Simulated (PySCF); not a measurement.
Compound: CH₆OSi.
Cartesian coordinates in Å at the PBE0-D3(BJ)/def2-SVP level; atoms count from 1:
```
atom  x, y, z in Å
C1    -1.1657   -0.1661   -0.0113
Si2    0.6916   -0.3983    0.0462
O3     1.5230    0.9639   -0.4481
H4    -1.6763   -1.1015    0.2696
H5    -1.4966    0.1138   -1.0234
H6    -1.4983    0.6181    0.6874
H7     1.1069   -1.4741   -0.8968
H8     1.0880   -0.7825    1.4410
H9     1.4581    1.7365    0.1197
```

The calculation used TDDFT PBE0/def2-SVPD, vertical, gas phase, core orbitals frozen in the response in PySCF 2.14.0, density-fitted response routines.

Transition dipole moments from the ground state, in atomic units and in the frame of the coordinates above (overall signs are arbitrary), for the states with f of 0.002 or more among the lowest 6:

| state | E (eV) | μx | μy | μz |
| --- | --- | --- | --- | --- |
| S1 | 7.173 | 0.203 | -0.145 | 0.023 |
| S2 | 7.796 | -0.099 | -0.122 | -0.101 |
| S3 | 8.057 | 0.523 | 0.118 | -0.092 |
| S4 | 8.521 | -0.135 | -0.023 | -0.238 |
| S5 | 8.724 | -0.300 | 0.253 | -0.159 |
| S6 | 8.853 | -0.591 | 0.271 | -0.312 |

What oscillator strength does each state have?

f = (2/3) ΔE |μ|² with ΔE in hartree (27.2114 eV).

```csv
state,|μ|² (au),|μ| (D),f
S1,0.063,0.64,0.011
S2,0.035,0.48,0.007
S3,0.296,1.38,0.058
S4,0.075,0.70,0.016
S5,0.179,1.07,0.038
S6,0.521,1.83,0.113
```

What angle do the transition dipoles of S1 and S5 make?

|cos θ| = |μa·μb| / (|μa| |μb|) = 0.96, so θ ≈ 17° (taken between 0 and 90°, since the signs are arbitrary).

How is the summed strength of these states shared among x, y and z?

(2/3) Σ ΔE μα² gives 0.162 for x, 0.039 for y and 0.042 for z, 0.243 in all.

What peak molar absorption coefficient would the strongest computed level give as a lone Gaussian band 0.4 eV wide at half height?

ε(max) = 2.175×10⁸ f / FWHM, with the width in cm⁻¹. S6: 2.175×10⁸ × 0.1129 / 3226 ≈ 7600 L mol⁻¹ cm⁻¹.

On an Intel Xeon 6975P-C with one thread, shared host, this took 5.0 s of wall time (with the writing of density and orbital grids) and 0.51 GiB of memory at its peak.

One conformer stands for the species.

Without π bonds the low states may be Rydberg-like; a valence basis with one diffuse set may place them up to an eV too high.
